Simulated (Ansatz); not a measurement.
**Zirconium, hcp: convergence with Fermi-Dirac smearing**

Computed with Ansatz, LDA, scalar-relativistic PAW, on the relaxed cell (a = 3.144 Å, c = 5.089 Å (c/a = 1.619); spin not included). Errors count from a run at 420 eV on a Γ-centred 19×19×10 mesh with Fermi-Dirac smearing of 0.1 eV, extrapolated to zero width. Fixed here: cutoff 420 eV, mesh 12×12×6. The SCF starts from atomic densities corrected by a trained network.

| width (eV) | E(σ→0) error (meV/atom) | F error (meV/atom) | P (GPa) | SCF iterations |
| --- | --- | --- | --- | --- |
| 0.01 | 2.1 | 2.0 | -0.03 | 6 |
| 0.03 | 2.4 | 0.7 | 0.04 | 6 |
| 0.1 | 1.8 | -16.5 | 0.08 | 6 |
| 0.2 | 4.7 | -72.3 | 0.44 | 6 |
| 0.3 | 12.4 | -172.3 | 1.27 | 6 |
| 0.6 | 9.9 | -738.0 | 5.32 | 6 |
| 1.0 | -126.0 | -2000.9 | 12.02 | 6 |
